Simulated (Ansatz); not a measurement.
**Ansatz input wanted**

BH2ClO: 5 atoms, total charge 0, spin state singlet. SMILES: `OBCl`. Geometry: relaxed at PBE0-D4/def2-TZVP. This is one conformer, not always the lowest.

```xyz
5

O    -0.8633   -0.6186   -0.0029
B     0.3790   -0.1372    0.1379
Cl    0.7886    1.4960   -0.3953
H    -1.4777    0.0012   -0.4097
H     1.2233   -0.8151    0.6286
```

Settings wanted:

| Setting | Value |
| --- | --- |
| basis set | STO-3G |
| integral approximation | none |
| task | energy |
| method | RPA |
| functional | PBE |
| dispersion | none |
| reference | RKS |
| accuracy | high |
| frozen core orbitals | 7 |

Problem. Write the Ansatz 0.2.0 input and the command.

Solution. One that was run (others would do as well):

run.yaml:
```yaml
crystal:
  periodic: [false, false, false]
  atoms:
    - {symbol: O, position_ang: [-0.863300, -0.618600, -0.002900]}
    - {symbol: B, position_ang: [0.379000, -0.137200, 0.137900]}
    - {symbol: Cl, position_ang: [0.788600, 1.496000, -0.395300]}
    - {symbol: H, position_ang: [-1.477700, 0.001200, -0.409700]}
    - {symbol: H, position_ang: [1.223300, -0.815100, 0.628600]}
basis:
  gaussian:
    orbitals: STO-3G
hamiltonian:
  xc: {name: PBE}
correlation:
  method: rpa
  frozen_orbitals: {B: 1, Cl: 5, H: 0, O: 1}
accuracy: high
```

```bash
$ ansatz run run.yaml --threads 1 --pin off --max-ram 2610MiB --events-out events.jsonl --progress --plain --runs-dir runs
```

Calculated total energy: -554.21960 Eh.
